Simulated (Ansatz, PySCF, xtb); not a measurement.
Dissociation curve of SH, doublet.

UKS-BP86/6-31G* = unrestricted BP86/6-31G*, spherical d in PySCF; GFN1-xTB (xtb); UHF/LANL2DZ = unrestricted Hartree-Fock/LANL2DZ, with its core potentials past Ne run with PySCF; FCI = Ansatz (a quantum-chemistry and plane-wave program) with full CI/aug-cc-pVDZ, frozen core.

Energies relative to the lowest point of each curve near equilibrium, in kJ/mol; the last columns give the difference from FCI:

| R / Å | UKS-BP86/6-31G* | GFN1-xTB | UHF/LANL2DZ | FCI | UKS-BP86/6-31G* − FCI | GFN1-xTB − FCI | UHF/LANL2DZ − FCI |
|---|---|---|---|---|---|---|---|
| 1.03 | 253.5 | 215.6 | 252.7 | 254.3 | -0.8 | -38.7 | -1.6 |
| 1.07 | 180.6 | 145.0 | 180.3 | 181.1 | -0.5 | -36.0 | -0.8 |
| 1.16 | 72.4 | 49.2 | 72.4 | 72.3 | 0.2 | -23.1 | 0.1 |
| 1.22 | 32.1 | 17.8 | 32.0 | 31.7 | 0.4 | -13.9 | 0.3 |
| 1.24 | 22.9 | 11.3 | 22.7 | 22.4 | 0.5 | -11.1 | 0.3 |
| 1.33 | 1.3 | 0.0 | 1.2 | 1.1 | 0.2 | -1.1 | 0.1 |
| 1.35 | 0.0 | 0.5 | 0.0 | 0.0 | 0.0 | 0.5 | 0.0 |
| 1.39 | 0.4 | 4.1 | 0.6 | 0.8 | -0.4 | 3.3 | -0.2 |
| 1.42 | 2.8 | 8.7 | 3.3 | 3.6 | -0.8 | 5.1 | -0.3 |
| 1.48 | 12.2 | 21.7 | 13.3 | 13.9 | -1.7 | 7.8 | -0.6 |
| 1.56 | 31.3 | 45.4 | 33.4 | 34.4 | -3.1 | 11.0 | -1.1 |
| 1.67 | 64.9 | 86.4 | 67.7 | 70.0 | -5.1 | 16.4 | -2.3 |
| 1.80 | 109.3 | 142.0 | 106.0 | 115.8 | -6.5 | 26.2 | -9.8 |
| 2.01 | 181.3 | 231.5 | 144.7 | 185.9 | -4.6 | 45.6 | -41.2 |
| 2.24 | 251.1 | 317.1 | 165.3 | 246.2 | 4.9 | 71.0 | -80.9 |
| 2.42 | 292.4 | 373.4 | 173.6 | 279.3 | 13.2 | 94.1 | -105.7 |
| 2.66 | 326.2 | 433.5 | 179.5 | 307.2 | 19.1 | 126.4 | -127.6 |
| 2.99 | 348.9 | 491.2 | 183.1 | 325.2 | 23.7 | 166.0 | -142.0 |
| 3.30 | 358.7 | 524.9 | 184.5 | 331.9 | 26.7 | 193.0 | -147.4 |
| 3.64 | 363.6 | — | 185.1 | 334.9 | 28.7 | — | -149.7 |
| 4.08 | 366.1 | — | 185.5 | 336.2 | 29.9 | — | -150.7 |
| 4.76 | 367.3 | — | 185.7 | 336.8 | 30.5 | — | -151.1 |
| 5.31 | 367.2 | — | 185.7 | — | — | — | — |

UKS-BP86/6-31G* is furthest from FCI at 4.76 (30.5 kJ/mol, above); its mean absolute difference over the points is 9.2 kJ/mol.

GFN1-xTB is furthest from FCI at 3.30 (193.0 kJ/mol, above); its mean absolute difference over the points is 46.9 kJ/mol.

UHF/LANL2DZ is furthest from FCI at 4.76 (-151.1 kJ/mol, below); its mean absolute difference over the points is 50.6 kJ/mol.

A dash means that the run gave no value there, or that the column was ended at a point which the program doubted or which failed a test of continuity chosen for this set; such a test can also cut sound points.

The unrestricted determinant behind UKS-BP86/6-31G* is spin-contaminated at 2.42 to 5.31 Å (<S²> up to 1.8, against 0.75 for a pure doublet). The unrestricted determinant behind UHF/LANL2DZ is spin-contaminated at 1.80 to 5.31 Å (<S²> up to 1.8, against 0.75 for a pure doublet).
